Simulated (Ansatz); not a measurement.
Input file:

```yaml
crystal:
  periodic: [false, false, false]
  atoms:
    - {symbol: Ge, position_ang: [-0.335893, -0.002403, 0.001544]}
    - {symbol: F, position_ang: [1.406007, 0.010057, -0.006463]}
    - {symbol: H, position_ang: [-0.775318, 1.466462, 0.004484]}
    - {symbol: H, position_ang: [-0.753666, -0.742234, 1.277782]}
    - {symbol: H, position_ang: [-0.765397, -0.740640, -1.271719]}
basis:
  gaussian: {orbitals: cc-pVDZ}
hamiltonian: {xc: {name: PBE0}}
output: {forces: true, orbitals: {seedname: orbitals}}
```

```sh
$ ansatz run in.yaml --threads 1 --pin off --events-out ev --progress --plain --max-ram 2393MiB
```

Output:

```
584 factors; integrals over basis functions are off by at most 9.2e-4 eV
mean field evaluation 1: about -59272.4182 eV, gradient 3.0e1 eV
mean field evaluation 2: about -59269.8348 eV, gradient 5.1e1 eV
mean field evaluation 4: about -59273.7988 eV, gradient 4.4e-1 eV
mean field evaluation 8: about -59273.8244 eV, gradient 1.5e-2 eV
mean field -59273.82439458 eV, -2178.2728692595 hartree, gradient 4.5e-5 eV, S^2 0.000000; 0 other end points of the search recorded, 0 dependent functions left out
the calculation of the forces begins
reference -59273.82441649 eV, -2178.2728700646 hartree; 22, 22 occupied and 34, 34 virtual orbitals, 584 factors
Total energy: -59273.82441649 eV, -2178.2728700646 hartree
Atom 0 at    -0.335893    -0.002403     0.001544 Å, force    -0.395705    -0.002764     0.001819 eV/Å
Atom 1 at     1.406007     0.010057    -0.006463 Å, force     0.556912     0.003996    -0.002560 eV/Å
Atom 2 at    -0.775318     1.466462     0.004484 Å, force    -0.054179     0.065069     0.000290 eV/Å
Atom 3 at    -0.753666    -0.742234     1.277782 Å, force    -0.053253    -0.033186     0.056949 eV/Å
Atom 4 at    -0.765397    -0.740640    -1.271719 Å, force    -0.053775    -0.033115    -0.056498 eV/Å
Dipole moment:    -0.445632    -0.003188     0.002048 e Å
```

Forces (eV/Å):
```
Ge  -0.396 -0.003  0.002
F    0.557  0.004 -0.003
H   -0.054  0.065  0.000
H   -0.053 -0.033  0.057
H   -0.054 -0.033 -0.056
```

Ran on 1 thread of Arm Neoverse V2, shared host: 1.5 s wall, 0.1 GiB peak host memory.
